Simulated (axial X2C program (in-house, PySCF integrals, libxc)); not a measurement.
# OH⁺: bond constants with and without spin–orbit coupling

Calculated with an in-house relativistic program for diatomic molecules. Spin-free means the one-electron spin-free X2C Hamiltonian; two-component (2c) means X2C with spin–orbit coupling and atomic mean-field two-electron Coulomb and Gaunt terms, so the difference of the two also holds small scalar two-electron terms. Basis: O dyall-av3z [7s6p3d2f], H dyall-v3z [6s2p1d] (cores contracted in-house); Gaussian nuclei, density fitting, unrestricted open shells. Masses: O 15.995 u, H 1.008 u.

State, spin-free: M_S = 1, Λ = 0 (beyond evenly filled blocks: π+α, π-α); electrons by block: σα: 3, σβ: 3, π+α: 1, π-α: 1. Fragments: O + H+ for PBE0, B3LYP; O+ + H for HF, MP2, CCSD, CCSD(T).

State, 2c: Ω = 1 (⟨Sz⟩ = 1.00, ⟨Lz⟩ = 0.00 at PBE0); electrons by block: 1/2: 3, -1/2: 4, 3/2: 1. Fragments: O + H+ for PBE0, B3LYP; O+ + H for HF, MP2, CCSD, CCSD(T).

| Hamiltonian | level | Re (Å) | ωe (cm⁻¹) | Be (cm⁻¹) | αe (cm⁻¹) | De (eV) | μ (D) |
| --- | --- | --- | --- | --- | --- | --- | --- |
| 2c | PBE0 | 1.033 | 3103.6 | 16.67 | 0.729 | 5.21 | 2.27 |
| 2c | HF | 1.008 | 3352.8 | 17.5 | 0.732 | 3.63 | 2.31 |
| 2c | MP2 | 1.025 | 3192.6 | 16.94 | 0.711 | 4.90 | n/a |
| 2c | CCSD | 1.029 | 3135.1 | 16.78 | 0.73 | 5.00 | n/a |
| 2c | CCSD(T) | 1.031 | 3111.2 | 16.72 | 0.735 | 5.04 | n/a |
| 2c | B3LYP | 1.038 | 3035.1 | 16.49 | 0.738 | 5.11 | 2.28 |

Spin-free values that have a 2c row agree with it to the digits that matter (0.001 Å, 0.01 eV) and are not repeated.

Correlated methods: 6 electrons correlated (number of frozen shells: O 1 s; H none), 130 virtual spin orbitals or spinors in MP2, 58 natural virtuals in coupled cluster.

Dipoles are positive if H is the positive end and refer to the centre of mass.

The state is one determinant whose occupation by symmetry is held fixed; it was picked as the lowest of a PBE0 search that is not exhaustive. Dissociation energies refer to the lowest single-determinant-based atoms at the same level and basis. Density functionals use the spin component along the axis (collinear). Coupled cluster ran in a truncated set of natural virtual spinors; the MP2 energy of the rest was added. (T) has no such correction and the atoms are truncated less, which lowers De at CCSD(T) by a hundredth of an eV or more. In 2c an atomic determinant is not the ground J level, so De misses part of the atomic spin–orbit lowering. This holds for PBE0, B3LYP. The functionals have no current-density term, which raises determinants with orbital currents, atoms included. With several unpaired electrons one determinant need not be a pure state. Open-shell Ω = 0 determinants with evenly filled partner blocks cannot be reached by this program, so the Ω shown need not be the lowest component. This is the Ω = 1 component of a π² triplet; the 0⁺ component is not one determinant and can lie lowest.

Rough cost a point (2c) on 1 thread(s) of a shared host, integrals apart: PBE0 0.09 s, CCSD(T) 0.4 s, B3LYP 0.1 s.
